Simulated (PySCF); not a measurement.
One molecule, one basis, several functionals.

Species: H3PO4.
Numbering: `[O:1]=[P:2]([OH:3])([OH:4])[OH:5]` (hydrogens: H6 on O3; H7 on O4; H8 on O5)

Torsions of this conformer, `[O:1]=[P:2]([OH:3])([OH:4])[OH:5]`: H–O3–P2–O1 35°, H–O4–P2–O1 31°, H–O5–P2–O1 35°.

PySCF, pcSseg-1 basis, density fitting, gas phase, PBE0-D3(BJ)/def2-SVP geometry. One functional is left out:

| functional | exact exchange (%) | HOMO energy (eV) | LUMO energy (eV) |
| --- | --- | --- | --- |
| PBE | 0 | -7.06 | -0.56 |
| B97-2 | 21 | -8.51 | 0.34 |
| PBE0 | 25 | -8.80 | 0.38 |
| mPW1PW91 | 25 | -8.86 | 0.32 |

Predict the row of B3LYP (20 % exact exchange) by straight lines through the other rows, and check it.

| property | line | computed | computed − line | B97-2 (21 %), for comparison |
| --- | --- | --- | --- | --- |
| HOMO energy (eV) | -8.47 | -8.48 | -0.01 | -8.51 |
| LUMO energy (eV) | 0.20 | -0.04 | -0.24 | 0.34 |

Which of these properties follows the share of exact exchange most closely, and which least?

Most closely the HOMO energy, least the LUMO energy; the correlations over the tabulated rows are HOMO energy -0.999, LUMO energy 0.988. The HOMO energy moves by -0.705 eV for every 10 %. Functionals with the same share still differ in their other parts: at 25 % PBE0 and mPW1PW91 differ by 0.06 eV in it.
